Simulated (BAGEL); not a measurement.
# B3LYP/aug-cc-pVDZ (density fitting with qzvpp-jkfit) run of C2H2ClF (1-chloro-2-fluoroethene)

Aim: the energy change on altering one bond length of C2H2ClF (1-chloro-2-fluoroethene) at B3LYP/aug-cc-pVDZ (density fitting with qzvpp-jkfit), from 2 runs. 

Program for the calculation: BAGEL 1.2.2.

## 1. The structure to begin with

The species is C2H2ClF (6 atoms), meant as a singlet with charge 0. As SMILES, `F/C=C/Cl`. The coordinates come from a GFN2-xTB relaxation.

Bond lengths: F1–C2 1.338 Å, C2–C3 1.322 Å, C3–Cl4 1.709 Å, C2–H5 1.079 Å, C3–H6 1.079 Å. Angles: F1–C2–C3 120.6°, C2–C3–Cl4 121.6°, F1–C2–H5 112.9°, C3–C2–H5 126.5°, C2–C3–H6 122.8°, Cl4–C3–H6 115.6°.

## 2. The energy at B3LYP/aug-cc-pVDZ (density fitting with qzvpp-jkfit)

input.json reads:

```json
{ "bagel": [

{
  "title": "molecule",
  "basis": "aug-cc-pvdz.json",
  "df_basis": "qzvpp-jkfit",
  "angstrom": true,
  "geometry": [
    { "atom": "F", "xyz": [       1.746810,      -0.161080,       0.474120 ] },
    { "atom": "C", "xyz": [       0.616750,      -0.186650,      -0.242630 ] },
    { "atom": "C", "xyz": [      -0.530040,       0.188270,       0.297240 ] },
    { "atom": "Cl", "xyz": [      -1.988630,       0.166630,      -0.593510 ] },
    { "atom": "H", "xyz": [       0.768360,      -0.532950,      -1.253600 ] },
    { "atom": "H", "xyz": [      -0.613250,       0.525780,       1.318380 ] }
  ]
},

{
  "title": "ks",
  "xc_func": "b3lyp"
},

{
  "title": "print",
  "file": "orbitals.molden",
  "orbitals": true
}

]}
```

The basis set aug-cc-pVDZ is read from a file made from the Basis Set Exchange's data (not shown).

Started as:

```console
$ BAGEL_NUM_THREADS=1 BAGEL input.json > input.out
```

What it wrote:

```text
* using 1 threads per process

  ===============================================================
  ===============================================================

  *** Geometry ***

  { "atom" : "F", "xyz" : [      3.300992,     -0.304397,      0.895957 ] },
  { "atom" : "C", "xyz" : [      1.165489,     -0.352717,     -0.458504 ] },
  { "atom" : "C", "xyz" : [     -1.001630,      0.355779,      0.561702 ] },
  { "atom" : "Cl", "xyz" : [     -3.757966,      0.314885,     -1.121571 ] },
  { "atom" : "H", "xyz" : [      1.451990,     -1.007130,     -2.368961 ] },
  { "atom" : "H", "xyz" : [     -1.158875,      0.993580,      2.491377 ] },

  Number of auxiliary basis functions:      391

  Since a DF basis is specified, we compute 2- and 3-index integrals:
    o Being stored without compression. Storage requirement is 0.041 GB

  Number of basis functions:      114
  Number of electrons      :       40

    * METHOD: MOLECULE                             0.19

  *** Kohn-Sham DFT ***

    * Removing 10265 points whose weight is below 1.00e-10
    * Grid points: 79171

  === Nuclear Repulsion ===
   140.9111632694

       - DIIS with orbital gradients will be used.

  === KS iteration (b3lyp / aug-cc-pvdz.json) ===
      0       -616.86380580          0.07547780           0.36
      1       -601.43255602          0.19782323           0.35
      2       -624.09972983          0.09908409           0.33
      3       -626.94536819          0.13710779           0.33
      4       -637.09750069          0.02682426           0.34
      5       -637.20368314          0.02058849           0.33
      6       -637.43662748          0.00679223           0.33
      7       -637.44784704          0.00536766           0.33
      8       -637.46262641          0.00044326           0.33
      9       -637.46273028          0.00021906           0.33
     10       -637.46275933          0.00006042           0.33
     11       -637.46276190          0.00001199           0.34
     12       -637.46276187          0.00001348           0.36
     13       -637.46276201          0.00000306           0.36
     14       -637.46276202          0.00000068           0.34
     15       -637.46276202          0.00000017           0.33
     16       -637.46276202          0.00000005           0.33
     17       -637.46276202          0.00000002           0.33
     18       -637.46276202          0.00000001           0.33
    * SCF iteration converged.

    * Permanent dipole moment:
           (   -0.003690,     0.016643,     0.050522) a.u.

    * METHOD: KS                                   6.85

    * METHOD: PRINT                                0.03

  ===============================================================
```

Run time: 7.2 s. Hardware: 1 thread of Arm Neoverse V1, shared host; peak memory 0.42 GiB.

## 3. The distorted shape at the same level

dft.json reads:

```json
{ "bagel": [

{
  "title": "molecule",
  "basis": "aug-cc-pvdz.json",
  "df_basis": "qzvpp-jkfit",
  "angstrom": true,
  "geometry": [
    { "atom": "F", "xyz": [       3.497156,      -0.135111,       1.543043 ] },
    { "atom": "C", "xyz": [       2.367096,      -0.160681,       0.826293 ] },
    { "atom": "C", "xyz": [       1.220306,       0.214239,       1.366163 ] },
    { "atom": "Cl", "xyz": [      -1.988630,       0.166630,      -0.593510 ] },
    { "atom": "H", "xyz": [       2.518706,      -0.506981,      -0.184677 ] },
    { "atom": "H", "xyz": [       1.137096,       0.551749,       2.387303 ] }
  ]
},

{
  "title": "ks",
  "xc_func": "b3lyp"
},

{
  "title": "print",
  "file": "orbitals.molden",
  "orbitals": true
}

]}
```

The basis set aug-cc-pVDZ is read from a file made from the Basis Set Exchange's data (not shown).

Started as:

```console
$ BAGEL_NUM_THREADS=1 BAGEL dft.json > dft.out
```

What it wrote:

```text
* using 1 threads per process

  ===============================================================
  ===============================================================

  *** Geometry ***

  { "atom" : "F", "xyz" : [      6.608667,     -0.255323,      2.915929 ] },
  { "atom" : "C", "xyz" : [      4.473163,     -0.303643,      1.561467 ] },
  { "atom" : "C", "xyz" : [      2.306044,      0.404853,      2.581674 ] },
  { "atom" : "Cl", "xyz" : [     -3.757966,      0.314885,     -1.121571 ] },
  { "atom" : "H", "xyz" : [      4.759665,     -0.958055,     -0.348989 ] },
  { "atom" : "H", "xyz" : [      2.148800,      1.042654,      4.511349 ] },

  Number of auxiliary basis functions:      391

  Since a DF basis is specified, we compute 2- and 3-index integrals:
    o Being stored without compression. Storage requirement is 0.041 GB

  Number of basis functions:      114
  Number of electrons      :       40

    * METHOD: MOLECULE                             0.18

  *** Kohn-Sham DFT ***

    * Removing 8694 points whose weight is below 1.00e-10
    * Grid points: 80742

  === Nuclear Repulsion ===
   105.2408051158

       - DIIS with orbital gradients will be used.

  === KS iteration (b3lyp / aug-cc-pvdz.json) ===
      0       -615.04852883          0.08154460           0.34
      1       -583.31687634          0.16776543           0.35
      2       -607.05769233          0.18406806           0.33
      3       -628.50986709          0.07496650           0.34
      4       -634.02153203          0.06771523           0.33
      5       -630.33195637          0.07184066           0.33
      6       -636.13956507          0.04146268           0.35
      7       -636.08530617          0.02925461           0.34
      8       -637.03725909          0.01473144           0.34
      9       -637.11827657          0.01001170           0.34
     10       -636.67875717          0.01527912           0.35
     11       -637.10871757          0.00957406           0.34
     12       -637.12085415          0.00906620           0.34
     13       -637.14464447          0.00919722           0.34
     14       -637.15587511          0.00909498           0.33
     15       -637.14858649          0.00927558           0.34
     16       -633.22154342          0.03868721           0.34
     17       -636.68449669          0.01649204           0.34
     18       -637.16380539          0.00940923           0.34
     19       -637.20136584          0.00828029           0.34
     20       -637.27189775          0.00361245           0.34
     21       -637.15340046          0.00921767           0.33
     22       -637.24237296          0.00633129           0.33
     23       -637.24431448          0.00617737           0.33
     24       -637.24117818          0.00630932           0.32
     25       -637.26989675          0.00363525           0.33
     26       -637.27238899          0.00334818           0.33
     27       -637.26811381          0.00381895           0.33
     28       -637.26828304          0.00379021           0.33
     29       -637.27621019          0.00239073           0.34
     30       -637.27968071          0.00132111           0.33
     31       -637.28108037          0.00055945           0.32
     32       -637.28131797          0.00011415           0.32
     33       -637.28129733          0.00017588           0.33
     34       -637.28132450          0.00006766           0.33
     35       -637.28132668          0.00002860           0.33
     36       -637.28132613          0.00003052           0.33
     37       -637.28132715          0.00000159           0.33
     38       -637.28132715          0.00000155           0.33
     39       -637.28132715          0.00000129           0.33
     40       -637.28132715          0.00000006           0.33
     41       -637.28132715          0.00000005           0.34
     42       -637.28132715          0.00000007           0.33
     43       -637.28132715          0.00000004           0.33
     44       -637.28132715          0.00000001           0.33
    * SCF iteration converged.

    * Permanent dipole moment:
           (   -1.525280,     0.061898,    -0.664125) a.u.

    * METHOD: KS                                  15.52

    * METHOD: PRINT                                0.03

  ===============================================================
```

It took 16 s on 1 thread of Arm Neoverse V1, shared host; peak memory 0.43 GiB.

## 4. Outcome

Level: B3LYP/aug-cc-pVDZ (density fitting with qzvpp-jkfit).

```
                                                          quantity          value
                                         first shape: total energy  -637.46276 Eh
                                        first shape: dipole moment         0.14 D
                                          first shape: HOMO energy       -7.25 eV
                                          first shape: LUMO energy       -0.60 eV
                                        first shape: HOMO–LUMO gap        6.65 eV
                                     distorted shape: total energy  -637.28133 Eh
                                    distorted shape: dipole moment         4.23 D
                                      distorted shape: HOMO energy       -8.11 eV
                                      distorted shape: LUMO energy       -6.88 eV
                                    distorted shape: HOMO–LUMO gap        1.22 eV
energy change with the C3–Cl4 bond stretched from 1.709 to 3.760 Å       4.937 eV
```

What this shows: One bond (distorted shape) is far stretched, which a spin-restricted single reference describes badly; a broken-symmetry solution may lie lower. With the C3–Cl4 bond stretched from 1.709 to 3.760 Å the energy rises by 4.94 eV (114 kcal/mol). The first shape isn't relaxed at this level, so the change isn't measured from a minimum. A restricted reference can't describe the breaking bond well at this length.
